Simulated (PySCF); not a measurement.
Species: CH3ClO2S.
Z-matrix (Å and degrees, PBE0-D3(BJ)/def2-SVP geometry), rows numbered from 1:
```
C 
S   1  1.7748
O   2  1.4448  1  109.31
O   2  1.4446  1  109.35  3  -136.11
Cl  2  2.0999  1   99.12  3   112.02
H   1  1.0960  2  108.33  3  -172.87
H   1  1.0960  2  108.29  3   -50.85
H   1  1.0993  2  105.29  3    68.13
```

The closed-shell ground state was solved at several levels (PySCF, density fitting, gas phase, non-relativistic).

```csv
level,basis functions,HOMO (eV),LUMO (eV),gap (eV),dipole (D)
PBE0/IGLO-III,223,-9.14,-1.86,7.28,3.75
PBE0/aug-cc-pVDZ,150,-9.21,-2.07,7.14,3.86
PBE0/cc-pVTZ,200,-9.16,-1.82,7.34,3.81
PBE0/cc-pVDZ,93,-8.95,-1.72,7.23,3.79
```

Problem. What might PBE0/pcSseg-0 (59 basis functions) give for the same quantities?

Solution. HOMO -9.34 eV, LUMO -2.65 eV, gap 6.69 eV, dipole 4.41 D.

Problem. Over all these levels, which gives the widest orbital gap and which the narrowest?

Solution. PBE0/cc-pVTZ has the widest, 7.34 eV, and PBE0/pcSseg-0 the narrowest, 6.69 eV. From the narrowest to the widest the HOMO moves by +0.18 eV and the LUMO by +0.83 eV.

Problem. How much does the basis alone move the frontier levels among the 5 PBE0 rows (the withheld one included)?

Solution. The HOMO by 0.39 eV and the LUMO by 0.93 eV. By rising basis size (HOMO, LUMO in eV): pcSseg-0 -9.34, -2.65; cc-pVDZ -8.95, -1.72; aug-cc-pVDZ -9.21, -2.07; cc-pVTZ -9.16, -1.82; IGLO-III -9.14, -1.86.

Problem. How far do the dipole and the HOMO energy spread over the levels?

Solution. The dipole runs from 3.75 to 4.41 D (mean 3.93 D) and the HOMO from -9.34 to -8.95 eV.
